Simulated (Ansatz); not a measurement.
Geometry optimisation, Ansatz, RKS B3LYP-D4/def2-mTZVP.

input.yaml

```yaml
crystal:
  periodic: [false, false, false]
  atoms:
    - { symbol: "N", position_ang: [-0.61966, 1.04933, -0.32599] }
    - { symbol: Al, position_ang: [0.69322, -0.46524, -0.13299] }
    - { symbol: S, position_ang: [0.00634, -1.7306, 1.45994] }
    - { symbol: H, position_ang: [-1.36468, 0.85827, -1.00958] }
    - { symbol: H, position_ang: [-0.16711, 1.91684, -0.64926] }
    - { symbol: H, position_ang: [-1.10587, 1.28446, 0.55077] }
    - { symbol: H, position_ang: [1.7195, -0.15295, -1.19069] }
    - { symbol: H, position_ang: [0.83827, -2.76012, 1.2978] }
total_charge: 1
basis:
  gaussian: { orbitals: def2-mTZVP }
hamiltonian:
  xc: b3lyp
  dispersion: d4
relax:
  f_tol: 0.015
  max_steps: 40
```

Command:

```bash
$ ansatz run input.yaml --threads 1 --pin off --max-ram 2048MiB --backend cpu --events-out ev --progress --plain --runs-dir out
```

Q: Where does it end, and by what steps?

A: The forces met the threshold. After 6 steps the energy has fallen by 0.075 eV; H7 moved furthest, 0.20 Å.

```
step  energy less start (eV)  largest force component (eV/Å)  accepted
   0                  0.0000                           0.703       yes
   1                 -0.0571                           0.554       yes
   2                 -0.0700                           0.235       yes
   3                 -0.0743                           0.047       yes
   4                 -0.0744                           0.025       yes
   5                 -0.0745                           0.018       yes
   6                 -0.0745                           0.004       yes
```

```xyz
8
Properties=species:S:1:pos:R:3
N -0.636 1.060 -0.306
Al 0.655 -0.454 -0.170
S -0.061 -1.721 1.406
H -1.357 0.903 -1.018
H -0.186 1.942 -0.566
H -1.145 1.242 0.564
H 1.801 -0.329 -1.213
H 0.929 -2.643 1.303
```

Time of the run: 19 s on 1 thread of Arm Neoverse V2, on a shared host, peak memory 0.14 GiB.
